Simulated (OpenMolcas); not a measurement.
**One shape, several levels: AlH (SMILES [AlH])**

Wanted: a comparison of 6 runs (HF/pcseg-0, PBE0/pcseg-0, SVWN5/pcseg-0, UB3LYP/pcseg-0, CISD/pcseg-0, CCSD(T)/pcseg-0) of AlH. 

The calculation is run with OpenMolcas 26.06.

1 further run of the same task is left out (set aside as unsound or not needed).

## (1) The structure to begin with

AlH has 2 atoms, charge 0, and is taken as a singlet. As SMILES, `[AlH]`. The Al1–H2 distance was set to 2.420 Å, away from the relaxed value.

## (2) A single-point energy at HF/pcseg-0 (run 1)

File job.input:

```
* AlH Hartree-Fock
&gateway
baslib=$CurrDir
coord
2
bohr
Al     0.00000000     0.00000000    -1.52449876
H      0.00000000     0.00000000     3.04901641
basis=pcseg-0
group=NoSym
&seward
&scf
thresholds=1e-10 1e-07 1e-07 1e-05
prorbitals=1 1
```

The basis set pcseg-0 is read from a file made from the Basis Set Exchange's data (not shown).

Run with:

```sh
export MOLCAS_MEM=1860
pymolcas job.input > job.log
```

Standard output:

```text
--- Start Module: gateway ---
[...]
--- Stop Module: gateway /rc=_RC_ALL_IS_WELL_ ---
--- Start Module: seward ---
[...]
      Basis functions           15
--- Stop Module: seward /rc=_RC_ALL_IS_WELL_ ---
--- Start Module: scf ---
[...]
       Convergence after   8 Iterations
[...]
::    Total SCF energy                               -242.1046129084
[...]
      Total spin, S                                     0.0000000000
[...]
      Total electronic charge=   14.000000
      Total            charge=   -0.000000
[...]
      Dipole Moment (debye):
      Origin of the operator (angstrom)=    0.0000    0.0000   -0.7196
                   X= -7.2948E-16               Y= -1.6124E-15               Z= -3.2313E+00           Total=  3.2313E+00
      Quadrupole Moment (debye*angstrom):
[...]
--- Stop Module: scf /rc=_RC_ALL_IS_WELL_ ---
[...]
```

Wall time 1.3 s (1 thread of Arm Neoverse V2, shared host); peak memory 0.37 GiB.

## (3) The energy at PBE0/pcseg-0 (run 2)

File job.inp:

```
* AlH Kohn-Sham DFT

&gateway
  baslib=$CurrDir
  coord
  2
  bohr
  Al     0.00000000     0.00000000    -1.52449876
  H      0.00000000     0.00000000     3.04901641
  basis=pcseg-0
  group=NoSym

&seward
  gridinput
  Grid=UltraFine
  End of Grid

&scf
  ksdft=PBE0
  thresholds=1e-10 1e-07 1e-07 1e-05
  prorbitals=1 1
```

The basis set pcseg-0 is read from a file made from the Basis Set Exchange's data (not shown).

Run with:

```sh
export MOLCAS_MEM=1860
pymolcas job.inp > job.log
```

Standard output:

```text
--- Start Module: gateway ---
[...]
--- Stop Module: gateway /rc=_RC_ALL_IS_WELL_ ---
--- Start Module: seward ---
[...]
      Basis functions           15
--- Stop Module: seward /rc=_RC_ALL_IS_WELL_ ---
--- Start Module: scf ---
[...]
       Convergence after   9 Iterations
[...]
::    Total KS-DFT energy                            -242.5333111530
[...]
      Total spin, S                                     0.0000000000
[...]
      Total electronic charge=   14.000000
      Total            charge=   -0.000000
[...]
      Dipole Moment (debye):
      Origin of the operator (angstrom)=    0.0000    0.0000   -0.7196
                   X= -3.9793E-16               Y= -3.3126E-16               Z= -2.6927E+00           Total=  2.6927E+00
      Quadrupole Moment (debye*angstrom):
[...]
--- Stop Module: scf /rc=_RC_ALL_IS_WELL_ ---
[...]
```

It took 2 s on 1 thread of Arm Neoverse V2, shared host; peak memory 0.37 GiB.

## (4) The energy at SVWN5/pcseg-0 (run 3)

File job.input:

```
* AlH Kohn-Sham DFT

&GATEWAY
  BASLIB = $CurrDir
  COORD
  2
  bohr
  Al     0.00000000     0.00000000    -1.52449876
  H      0.00000000     0.00000000     3.04901641
  BASIS = pcseg-0
  GROUP = NoSym

&SEWARD
  GRIDINPUT
  Grid=UltraFine
  End of Grid

&SCF
  KSDFT = SVWN5
  THRESHOLDS = 1e-10 1e-07 1e-07 1e-05
  PRORBITALS = 1 1
```

The basis set pcseg-0 is read from a file made from the Basis Set Exchange's data (not shown).

Run with:

```sh
export MOLCAS_MEM=1860
pymolcas job.input > job.log
```

Standard output:

```text
--- Start Module: gateway ---
[...]
--- Stop Module: gateway /rc=_RC_ALL_IS_WELL_ ---
--- Start Module: seward ---
[...]
      Basis functions           15
--- Stop Module: seward /rc=_RC_ALL_IS_WELL_ ---
--- Start Module: scf ---
[...]
       Convergence after  12 Iterations
[...]
::    Total KS-DFT energy                            -241.6014885419
[...]
      Total spin, S                                     0.0000000000
[...]
      Total electronic charge=   14.000000
      Total            charge=   -0.000000
[...]
      Dipole Moment (debye):
      Origin of the operator (angstrom)=    0.0000    0.0000   -0.7196
                   X=  4.3636E-16               Y= -5.5060E-15               Z= -2.4322E+00           Total=  2.4322E+00
      Quadrupole Moment (debye*angstrom):
[...]
--- Stop Module: scf /rc=_RC_ALL_IS_WELL_ ---
[...]
```

Wall time 2.1 s (1 thread of Arm Neoverse V2, shared host); peak memory 0.37 GiB.

Runs 4 to 5 aren't shown in full; the table further down has their settings and results.

## (5) The energy at CCSD(T)/pcseg-0 (run 6)

File job.inp:

```
* AlH CCSD(T)

&GATEWAY
  BASLIB = $CurrDir
  COORD
  2
  bohr
  Al     0.00000000     0.00000000    -1.52449876
  H      0.00000000     0.00000000     3.04901641
  BASIS = pcseg-0
  GROUP = NoSym

&SEWARD

&SCF
  THRESHOLDS = 1e-10 1e-07 1e-07 1e-05
  PRORBITALS = 1 1

&RASSCF
  FILEORB = $Project.ScfOrb
  SPIN = 1
  NACTEL = 0 0 0
  INACTIVE = 7
  RAS2 = 0
  OUTORBITALS = Canonical
  ORBLISTING = Nothing

&MOTRA
  JOBIPH
  FROZEN = 5

&CCSDT
  CCT
  TRIPLES = 2
  ITERATIONS = 80
  ACCURACY = 1e-08
  EXTRAPOLATION = 5 4
```

The basis set pcseg-0 is read from a file made from the Basis Set Exchange's data (not shown).

Run with:

```sh
export MOLCAS_MEM=1860
pymolcas job.inp > job.log
```

Standard output:

```text
--- Start Module: gateway ---
[...]
--- Stop Module: gateway /rc=_RC_ALL_IS_WELL_ ---
[...]
      Basis functions           15
[...]
       Convergence after   8 Iterations
[...]
::    Total SCF energy                               -242.1046129084
[...]
      Total spin, S                                     0.0000000000
[...]
      Number of active orbitals                  0
[...]
      Spin quantum number                      0.0
[...]
      Active orbitals                            0
[...]
      Number of CSFs                             1
[...]
      Number of root(s) required                 1
[...]
      Convergence after  4 iterations
[...]
      Natural orbitals and occupation numbers for root  1
      ************************************************************************************************************************
      *                                                    Final results                                                     *
      ************************************************************************************************************************
[...]
::    RASSCF root number  1 Total energy:   -242.10461291
[...]
      Total electronic charge=   14.000000
      Total            charge=   -0.000000
[...]
      Dipole Moment (debye):
      Origin of the operator (angstrom)=    0.0000    0.0000   -0.7196
                   X= -7.2948E-16               Y= -1.6124E-15               Z= -3.2313E+00           Total=  3.2313E+00
      Quadrupole Moment (debye*angstrom):
[...]
--- Start Module: motra ---
[...]
      *** WARNING: Default frozen orbitals is overwritten by user input.
      *** Default values:   2
[...]
--- Stop Module: motra /rc=_RC_ALL_IS_WELL_ ---
--- Start Module: ccsdt ---
[...]
      Convergence after                    15  Iterations
      Total energy (diff) :    -242.15925070      -0.00000000
[...]
 METHOD                       : CCSD+T(CCSD)+<T3(1)WT1> = CCSD(T)
[...]
       CCSD     =      -242.1592507000493
[...]
--- Stop Module: ccsdt /rc=_RC_ALL_IS_WELL_ ---
[...]
```

Run time: 1.7 s. Hardware: 1 thread of Arm Neoverse V2, shared host; peak memory 0.37 GiB.

## (6) The series

```tsv
run	level	integration grid	scramble	energy (Eh)	dipole moment (D) of the reference	HOMO energy (eV)	LUMO energy (eV)	wall time
1	HF/pcseg-0	–	–	-242.104613	3.23	-7.59	0.59	1.3 s
2	PBE0/pcseg-0	UltraFine	–	-242.533311	2.69	-5.63	-2.17	2 s
3	SVWN5/pcseg-0	UltraFine	–	-241.601489	2.43	-4.73	-2.99	2.1 s
4	UB3LYP/pcseg-0	UltraFine	0.25	-242.682697	2.83	-5.41	-2.31	3.6 s
5	CISD/pcseg-0	–	–	-242.157210	3.23	-7.59	0.59	1.4 s
6	CCSD(T)/pcseg-0	–	–	-242.159695	3.23	-7.59	0.59	1.7 s
```

## (7) Outcome

| quantity | value |
| --- | --- |
| run 6: total energy | -242.15969 Eh |
| run 6: dipole moment (mean-field density) | 3.23 D |
| run 6: HOMO energy (Hartree–Fock orbitals) | -7.59 eV |
| run 6: LUMO energy (Hartree–Fock orbitals) | 0.59 eV |
| run 6: HOMO–LUMO gap (Hartree–Fock orbitals) | 8.18 eV |
| run 6: correlation energy (5 core orbitals frozen) | -55.1 mEh |
| run 6: (T) correction | -0.44 mEh |

What this shows: Below the HF energy at the same shape and in the same basis (pcseg-0): CISD -52.6 mEh; CCSD(T) -55.1 mEh. Over runs 1, 2, 3, 4 the dipole moment (its size) runs from 2.43 D (SVWN5/pcseg-0) to 3.23 D (HF/pcseg-0). Over runs 1, 2, 3, 4 the HOMO–LUMO gap runs from 1.74 eV (SVWN5/pcseg-0) to 8.18 eV (HF/pcseg-0). Exact exchange widens orbital gaps. Totals of different functionals can't be ranked against each other. All runs together took 12 s, the longest 3.6 s.
